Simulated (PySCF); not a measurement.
BH₄ (charge -1).
Structure used (PBE0-D3(BJ)/def2-SVP), in Å, numbered top down from 1:
```
atom  x, y, z in Å
B1     0.003    0.001   -0.007
H2    -0.798   -0.836   -0.482
H3     0.169   -0.226    1.214
H4    -0.459    1.155   -0.158
H5     1.102   -0.089   -0.601
```

Method: PBE0-D3(BJ)/def2-SVP geometry optimisation, gas phase (PySCF).

Masses are those of the commonest isotopes; rigid-rotor values at the optimised geometry. 

Problem. Give the principal moments of inertia and the rotational constants in MHz.

Solution. Ia = 4.22, Ib = 4.22, Ic = 4.22 u·Å²; 505379 MHz·u·Å²/I gives A = 119898, B = 119896, C = 119892 MHz.

Problem. What kind of rotor is it?

Solution. A spherical top, as the point group Td requires three equal moments; the computed ones differ by 0.00 % because the geometry is symmetric only within the optimiser's tolerance.

The point group Td allows no dipole (computed: 0.00 D (about the centre of mass, as the species is charged)), so a rigid rotor has no electric-dipole lines.

Problem. Estimate the classical rotational partition function at 50 K, 100 K and 298.15 K.

Solution. Point group Td, symmetry number σ = 12; q = (√π/σ)·√((kT/h)³/(ABC)), k/h = 20836.6 MHz/K: 3.8 at 50 K, 10.7 at 100 K, 55.1 at 298.15 K.

No PBE0-D3(BJ)/def2-SVP frequencies stand behind this structure, so it isn't proved a minimum. The geometry's basis has no diffuse functions, a weakness for an anion. Constants of a rigid frame at the computed geometry: no zero-point averaging, no centrifugal distortion.
